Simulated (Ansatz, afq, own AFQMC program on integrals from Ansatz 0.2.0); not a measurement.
## AFQMC, coupled cluster and functionals along a coordinate of SiH₃⁺, singlet

```xyz
4

Si    0.0000    0.0000    0.0000
H     1.4719    0.0142   -0.0001
H    -0.7483    1.2676   -0.0029
H    -0.7237   -1.2818    0.0030
```

The Si1–H3 distance is changed with both sides rigid. Energies in kcal/mol count from this geometry (1.472 Å) at the same level; the start stands on RHF, each point on the determinant named.

Basis cc-pVDZ. Only valence electrons are correlated. Integrals, coupled cluster, full CI and functionals: Ansatz 0.2.0; the random walks run on the same integrals in our own AFQMC program. The CISD trial takes its coefficients from CCSD amplitudes. Released means that phaseless walkers are propagated on without the constraint, phases kept. ± is one standard error of the sampling.

Cautions, each for one point or more: cluster runs in doubt by the program's own checks; restricted determinant unstable towards unrestricted; strong correlation; the next higher spin lies close; the ph-AFQMC/CISD walk drifts between its halves; unrestricted determinant spin contaminated.

```csv
r(Si1–H3) / Å,det.,T1,weight,⟨S²⟩,B3LYP,PBE0,CCSD(T)
1.355,RHF,0.008,0.94,pure,4.2,4.4,4.0
1.652,RHF,0.010,0.93,pure,5.0,4.9,5.5
2.020,RHF,0.012,0.91,pure,31.7,32.2,32.5
2.672,RHF,0.028,0.83,pure,75.1§,76.0§,73.2
4.034,UHF,0.013,0.95,1.00,91.6§,90.3§,91.2
```

**Question.** Estimate the curve of full CI, counted from the same start.

**Answer.** 
| r(Si1–H3) / Å | det. | T1 | weight | ⟨S²⟩ | FCI | ph-AFQMC/CISD | released AFQMC | CCSDT(Q) |
| --- | --- | --- | --- | --- | --- | --- | --- | --- |
| 1.355 | RHF | 0.008 | 0.94 | pure | 4.0 | 4.1 ± 0.03 | 4.0 ± 0.02 | 4.0 |
| 1.652 | RHF | 0.010 | 0.93 | pure | 5.4 | 5.5 ± 0.04 | 5.4 ± 0.03 | 5.4 |
| 2.020 | RHF | 0.012 | 0.91 | pure | 32.3 | 32.4 ± 0.04 | 32.3 ± 0.03 | 32.3 |
| 2.672 | RHF | 0.028 | 0.83 | pure | 72.6 | 73.7 ± 0.07 | – | 72.6 |
| 4.034 | UHF | 0.013 | 0.95 | 1.00 | 90.9 | 91.0 ± 0.03 | 90.9 ± 0.02 | 91.1 |

Weight is that of the determinant in the CISD state; at the start T1 is 0.009 and the weight 0.94. A dash marks a missing value, a released energy that hasn't settled or a functional that sits on another state. § marks a functional whose ⟨S²⟩ is too high by over 0.1. Largest departures from full CI: CCSD(T) 0.6 kcal/mol at 2.672 (on RHF), ph-AFQMC/CISD 1.1 kcal/mol at 2.672 (on RHF), released AFQMC 0.0 kcal/mol at 2.020 (on RHF) (within the noise), CCSDT(Q) 0.1 kcal/mol at 4.034 (on UHF), B3LYP -0.6 kcal/mol at 2.020, PBE0 -0.5 kcal/mol at 1.652. Functionals count only at points shown to share the start's state and spin. In this small basis the wave-function levels are far from their limit, so their gap to the functionals isn't the functionals' error.

CCSDT and higher add their correlation energy to the determinant of the CCSD(T) run, since their own runs factorise the integrals more tightly (a shift of under 2 meV). A walk keeps the symmetry of its determinant, which the program's search chose and which needn't be the lowest solution, so a lower state of the same spin and another symmetry isn't excluded. Released energies are given only where the last usable release times agree within the noise; a slower fall can still hide under it.
